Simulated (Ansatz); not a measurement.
## O–CH₃, doublet: the ladder up to UCCSDT(Q)

Geometry: displaced at random from a stationary point.

```xyz
5

O     0.0038    0.0067    0.7044
C     0.0029   -0.0011   -0.6626
H     0.9196   -0.5207   -1.0659
H    -0.0519    0.9948   -1.1309
H    -0.9629   -0.5673   -1.0876
```

Basis cc-pVDZ; Ansatz 0.2.0. Only valence electrons are correlated (noble-gas cores frozen), which leaves 13 electrons in 41 orbitals. Prefix R: restricted or restricted open-shell reference; prefix U: unrestricted.

Full CI isn't at hand for all of this; UCCSDT(Q) serves as the reference, and is uncertain by about the last step of the cluster series. The frozen core follows each run's orbitals, which can shift R against U totals by a few meV.

For open shells CISD is restricted-active-space CI with the open shells as a complete middle space.

* UHF ⟨S²⟩: 0.759
* T1 diagnostic (RCCSD): 0.0392
* largest doubles amplitude (RCCSD): 0.037
* T1 diagnostic (UCCSD): 0.0201

```
   level  E − E(RHF) (eV)
     UHF          -0.1317
    RMP2          -7.9962
    UMP2          -7.9976
   RCCSD          -8.8669
   UCCSD          -8.8693
RCCSD(T)          -9.0577
UCCSD(T)          -9.0596
```

Q: Estimate how far UCCSDT(Q) in cc-pVDZ lies from RCCSD(T). The table doesn't fix it; the size of (T) and the diagnostics are the guide.

A: UCCSDT(Q) in cc-pVDZ lies 1.28 mEh below RCCSD(T), which is 18 % of the (T) step (-7.01 mEh). T1 is raised, but (T) still catches most of what CCSD lacks.

The other levels:

```csv
level,E − E(UCCSDT(Q)) (mEh),share of correlation (%),wall time
CISD,32.60,90.24,3.2 s
BCCD(T),1.18,99.65,4.7 s
RCCSDT,0.52,99.84,–
UCCSDT,0.50,99.85,–
RCCSDT(Q),0.04,99.99,100 s
```

The correlation energy at UCCSDT(Q), counted from RHF, is -9.093 eV. That run took 84 s on 1 thread of Arm Neoverse V2, shared host.

Times hold each run's SCF and search for its determinant on a shared host, so for small cases they say little of a method's own cost; they ran on 1 thread of Arm Neoverse V2.
